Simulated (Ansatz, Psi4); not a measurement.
Predicting a hybrid from its neighbours: SO3 (sulfur trioxide)

The species is SO3 (4 atoms), meant as a singlet with charge 0. SMILES: `O=S(=O)=O`. The coordinates come from a PBE0-D4/def2-TZVP relaxation.

The electronic atomisation energy y, in eV, basis 6-311+G(d,p); a is the functional's share of exact exchange. Programs: Ansatz 0.2.0, Psi4 1.11.

| functional | program | a | y (eV) |
| --- | --- | --- | --- |
| BLYP | Ansatz | 0 | 13.09 |
| PBE | Ansatz | 0 | 14.15 |
| TPSSh | Psi4 | 0.1 | ? |
| B3LYP | Ansatz | 0.2 | 12.28 |
| r2SCAN0 | Ansatz | 0.25 | 11.84 |
| PBE0 | Ansatz | 0.25 | 12.55 |
| BHLYP | Ansatz | 0.5 | 10.31 |

Problem. Fit y = c + s·a to the known rows and predict TPSSh.

Solution. 
1. Means of the 6 rows: a = 0.2000, y = 12.370.
2. Σ(Δa)² = 0.175, Σ(Δa·Δy) = -1.1355, so the slope is -1.1355/0.175 = -6.4886.
3. Intercept: 12.370 − (-6.4886) × 0.2000 = 13.668. The largest residual of the fit is 0.58.
4. TPSSh: 13.668 + (-6.4886) × 0.1 = 13.02 eV.

The run gave 12.27 eV, so the prediction is off by +0.75 eV, about the largest residual. The rows mix families of semi-local functionals, which the line can't see.
